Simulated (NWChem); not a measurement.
# Correlation energy of Li

```
Li
```
Charge 0, spin multiplicity 2.

The numbers come from NWChem runs, not from measurements.

Basis set: 6-31G*. Each correlation energy counts from its own Hartree-Fock reference.

```
method           correlation energy (mHa)
---------------  ------------------------
CCSD(T) on ROHF                      -0.3
SCS-UMP2                             -0.3
CCSD[T] on UHF                       -0.3
CCSD on UHF                          -0.3
CCSD on ROHF                         -0.3
CCSDT on ROHF                        -0.3
CCSD(T) on UHF                       -0.3
UMP2                                 -0.3
CCSD[T] on ROHF                      -0.3
```

The values span 0.0 mHa, from SCS-UMP2 (lowest) to UMP2 (highest). 

The correlated methods freeze no orbitals. The Pople sets run with spherical d functions. The stability of the SCF solutions was not checked. Open-shell Hartree-Fock references start from PBE0 orbitals. Coupled-cluster values serve here as a point of comparison, not as the truth.
